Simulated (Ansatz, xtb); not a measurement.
System: C$_{4}$H$_{5}$, charge 0, multiplicity 2. It need not be the lowest isomer of its formula. 
Geometry from a B3LYP-D3(BJ)/def2-TZVP (Ansatz, a program for electronic structure) optimisation:
```xyz
9

C     -0.0030    -0.1564     2.0674
C     -0.0010    -0.0559     0.7061
C      0.0008     0.0323    -0.5132
C      0.0029     0.1519    -1.9587
H     -0.9312    -0.2049     2.6212
H      0.9235    -0.1905     2.6250
H     -0.0047     1.2023    -2.2661
H      0.8918    -0.3120    -2.3930
H     -0.8770    -0.3258    -2.3966
```
Charge 0, spin multiplicity 2.

Harmonic wavenumbers from GFN2-xTB (xtb, at its own minimum), cm⁻¹: -7, 185, 218, 282, 340, 640, 825, 952, 1003, 1035, 1309, 1382, 1424, 1448, 1449, 2221, 2956, 2984, 2990, 3103, 3127.

Give the harmonic wavenumbers at B3LYP-D3(BJ)/def2-TZVP (Ansatz, finite differences of forces, unscaled).

18, 180, 206, 392, 425, 680, 774, 1032, 1033, 1054, 1264, 1415, 1471, 1471, 1472, 2146, 3013, 3061, 3078, 3141, 3226 cm⁻¹. Zero-point energy 43.7 kcal/mol.
